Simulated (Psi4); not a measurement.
## Setting up C2HClF2 (SMILES FC(F)=CCl) in Psi4

C2HClF2: 6 atoms, total charge 0, spin state singlet. SMILES: `FC(F)=CCl`. Geometry: relaxed at PBE0-D4/def2-TZVP.

| atom | x (Å) | y (Å) | z (Å) |
| --- | --- | --- | --- |
| F | 0.9010 | -0.8104 | 1.3420 |
| C | 0.2676 | -0.5622 | 0.2204 |
| F | 0.1925 | -1.6326 | -0.5227 |
| C | -0.2184 | 0.6268 | -0.0866 |
| Cl | -1.0390 | 0.9264 | -1.5521 |
| H | -0.1038 | 1.4520 | 0.5990 |

Settings wanted:

```yaml
task: energy
method: DFT
functional: revPBE
dispersion: none
basis_set: 6-31G*
reference: RKS
solvent_model: none
integrals: pk
integral_approximation: none
frozen_core_orbitals: 0
integration_grid: 99 radial × 590 angular
symmetry: c1
properties: (mulliken, lowdin, quadrupole)
threads: 1
SCF_convergence_threshold: 1e-09
density_convergence_threshold: 1e-08
d_and_f_functions: spherical
```

**Question.** Write the Psi4 1.11 input and the command.

**Answer.** One that was run (others would do as well):

job.py:
```python
import psi4

psi4.set_memory('2200 MB')
psi4.set_num_threads(1)
psi4.set_output_file('psi4.out', False)

geom = psi4.geometry("""
F      0.901010    -0.810380     1.342040
C      0.267650    -0.562200     0.220370
F      0.192510    -1.632620    -0.522730
C     -0.218360     0.626770    -0.086550
Cl    -1.039010     0.926430    -1.552100
H     -0.103800     1.452000     0.598970
symmetry c1
""")

psi4.set_options({
    'basis': '6-31G*',
    'puream': True,
    'e_convergence': 1e-09,
    'd_convergence': 1e-08,
    'scf_type': 'pk',
    'dft_radial_points': 99,
    'dft_spherical_points': 590,
})

e_tot, wfn = psi4.energy('revpbe', molecule=geom, return_wfn=True)
psi4.oeprop(wfn, 'MULLIKEN_CHARGES', 'LOWDIN_CHARGES', 'QUADRUPOLE', title='REVPBE')
print('E =', round(e_tot, 9))
```

```bash
$ python job.py
```

Calculated total energy: -736.45747 Eh.
